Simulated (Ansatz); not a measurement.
Input file:

```yaml
crystal:
  periodic: [false, false, false]
  atoms:
    - {symbol: Ga, position_ang: [0.000000, 0.000000, 3.390100]}
    - {symbol: Si, position_ang: [0.000000, 0.000000, -0.641900]}
    - {symbol: P, position_ang: [0.000000, 0.000000, -2.748200]}
basis:
  gaussian: {orbitals: cc-pVDZ}
magnetization: {spin_polarized: false, initial_magnetization: 2}
correlation: {method: sc_nevpt2, electrons: outside_noble_gas, active_space: {window: {electrons: 4, orbitals: 3}}}
accuracy: high
```

```sh
$ ansatz run in.yaml --threads 1 --pin off --events-out ev --progress --plain --max-ram 2393MiB
```

Output:

```
1191 factors; integrals over basis functions are off by at most 4.4e-9 eV
mean field evaluation 1: about -69460.0074 eV, gradient 1.5e1 eV
mean field evaluation 2: about -69460.2151 eV, gradient 1.5e1 eV
mean field evaluation 4: about -69463.4814 eV, gradient 6.3e0 eV
mean field evaluation 8: about -69463.9661 eV, gradient 1.4e0 eV
mean field evaluation 16: about -69463.9838 eV, gradient 6.9e-2 eV
mean field evaluation 32: about -69463.9841 eV, gradient 1.1e-5 eV
mean field evaluation 64: about -69464.9655 eV, gradient 2.5e-8 eV
mean field evaluation 96: about -69463.9841 eV, gradient 2.1e-8 eV
mean field evaluation 128: about -69463.9841 eV, gradient 8.4e-9 eV
mean field evaluation 160: about -69464.9519 eV, gradient 1.2e-1 eV
mean field evaluation 192: about -69464.9624 eV, gradient 3.1e-1 eV
mean field evaluation 224: about -69464.7275 eV, gradient 2.0e0 eV
mean field evaluation 256: about -69464.0201 eV, gradient 9.2e0 eV
mean field evaluation 288: about -69464.8951 eV, gradient 1.8e0 eV
mean field evaluation 320: about -69464.9651 eV, gradient 2.0e-1 eV
mean field evaluation 352: about -69464.9497 eV, gradient 4.7e-5 eV
mean field evaluation 384: about -69463.8755 eV, gradient 7.2e-5 eV
mean field evaluation 416: about -69464.9569 eV, gradient 3.0e-1 eV
mean field -69464.96551963 eV, -2552.7903978016 hartree, gradient 1.4e-8 eV, S^2 2.000000; 17 other end points of the search recorded, 0 dependent functions left out
reference -69464.96551963 eV, -2552.7903978016 hartree; 31, 29 occupied and 32, 34 virtual orbitals, 1191 factors
state -69464.96551963 eV, -2552.7903978016 hartree
state -69464.96551963 eV, -2552.7903978016 hartree; corrected -69470.36967686 eV, -2552.9889969167 hartree
WARN: 1 active orbitals are nearly empty or full. The corrections depend on them more than the energy does, and are more stable in an active space without them
Total energy: -69470.36967686 eV, -2552.9889969167 hartree
```

The active space holds one configuration alone, so it describes no static correlation.

Natural occupations: 2.0000 1.0000 1.0000.

Ran on 1 thread of Arm Neoverse V1, shared host: 62 s wall, 0.24 GiB peak host memory.
